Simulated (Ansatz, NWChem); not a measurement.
**Heat of formation of H3NO (SMILES NO) from total energies**

The species is H3NO (5 atoms), meant as a singlet with charge 0. SMILES: `NO`. Geometry: relaxed at PBE0-D4/def2-TZVP. This is one conformer, not always the lowest.

Total energies at PBE/def2-TZVPP (NWChem 7.3.0); the atoms run unrestricted:

```tsv
species	state	energy (Eh)
H3NO	singlet	-131.633561
N	quartet	-54.532142
O	triplet	-75.009672
H	doublet	-0.499616
```

Harmonic wavenumbers at PBE0-D4/def2-TZVP, in cm⁻¹: 432, 980, 1152, 1346, 1411, 1678, 3470, 3552, 3855.

Measured heats of formation of the gaseous atoms at 298.15 K, in kJ/mol: N 472.4, O 249.2, H 218.0. Spin-orbit lowering of the atoms at 298 K (mean of the ground term's levels less their thermal mean, from spectra), in kJ/mol: O 0.40. Take 1 Eh = 2625.50 kJ/mol, 1 cm⁻¹ = 0.0119627 kJ/mol, RT = 2.479 kJ/mol.

Problem. Work out the heat of formation of the gas at 298 K.

Solution. 
1. Electronic atomisation energy: (-54.532142) + (-75.009672) + 3 × (-0.499616) − (-131.633561) = 0.592899 Eh = 1556.7 kJ/mol.
2. Zero-point energy: half the sum of the wavenumbers, 8938 cm⁻¹ = 106.9 kJ/mol.
3. Thermal vibrational enthalpy, Σ hcν̃/(exp(hcν̃/kT) − 1): 0.9 kJ/mol. Translation, rotation and pV of a non-linear molecule: 4 RT = 9.9 kJ/mol.
4. The 5 free atoms carry 5/2 RT each: 31.0 kJ/mol.
5. Spin-orbit coupling lowers the free atoms by 0.40 = 0.4 kJ/mol.
6. Atomisation enthalpy at 298 K: 1556.7 − 0.4 − 106.9 − 0.9 − 9.9 + 31.0 = 1469.6 kJ/mol.
7. Sum of the atoms' heats of formation: 1375.6 kJ/mol. Heat of formation: 1375.6 − 1469.6 = -94.0 kJ/mol.

The tabulated value is -43.5 kJ/mol (Active Thermochemical Tables), so this level is off by -50.5 kJ/mol, or 3.6 % of the atomisation enthalpy that the table implies (1419.1 kJ/mol). Gradient-corrected functionals often overbind somewhat. Anharmonicity and any spin-orbit splitting of the molecule are left out.
